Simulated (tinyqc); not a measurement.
Stretching all distances: RHF, UHF, MP2, CISD and CCSD against full CI in the sto-6g basis, for HF, spin multiplicity 1. Computed by the program tinyqc with PySCF. All coordinates are multiplied by the scale. c0^2 is the weight of the RHF determinant in the lowest singlet FCI state (UHF is spin-contaminated and may lie near states of higher spin) and n(LUMO) the first natural occupation beyond the occupied space.

Geometry (angstrom):
```
atom       x       y       z
F     0.0000  0.0000  0.0000
H     0.0000  0.0000  0.8590
```

Full CI energy (hartree) and errors against it (kcal/mol):
```
scale   distance 1-2 (angstrom)      E(FCI)       RHF      UHF      MP2    CISD    CCSD  <S^2> UHF    c0^2  n(LUMO)
0.8600                   0.7387  -99.422514    9.3960   9.3960   2.5887  0.0000  0.0000     0.0000  0.9936   0.0126
1.0600                   0.9105  -99.524600   15.9896  15.9896   5.2458  0.0000  0.0000     0.0000  0.9852   0.0291
1.4600                   1.2541  -99.496759   39.4449  37.4967  16.2461  0.0000  0.0000     0.2137  0.9383   0.1214
1.6600                   1.4259  -99.461959   57.2379  33.4875  25.0313  0.0000  0.0000     0.6172  0.8918   0.2134
1.8700                   1.6063  -99.431466   79.7381  22.5605  35.7393  0.0000  0.0000     0.8180  0.8269   0.3423
2.0700                   1.7781  -99.411312  103.1543  13.5007  45.5482  0.0000  0.0000     0.9102  0.7584   0.4788
2.2700                   1.9499  -99.398877  126.3643   7.4385  52.8352  0.0000  0.0000     0.9559  0.6939   0.6075
2.4700                   2.1217  -99.391850  147.5894   3.8889  56.0031  0.0000  0.0000     0.9785  0.6401   0.7149
```

Estimate the missing row, scale = 1.26.

Computed row:
```
scale   distance 1-2 (angstrom)      E(FCI)      RHF      UHF     MP2    CISD    CCSD  <S^2> UHF    c0^2  n(LUMO)
1.2600                   1.0823  -99.526439  25.7801  25.7801  9.6540  0.0000  0.0000     0.0000  0.9683   0.0622
```

UHF parts from RHF first at scale 1.46 of those listed, where <S^2> leaves zero. The weight c0^2 goes from 0.99 to 0.64 and n(LUMO) from 0.01 to 0.71: static correlation grows as the bonds break into open-shell fragments. The spread of the error along the curve, which distorts its shape, is CISD 0.0, CCSD 0.0, UHF 33.6, MP2 53.4, RHF 138.2 kcal/mol. With one virtual orbital CISD and CCSD are exact.
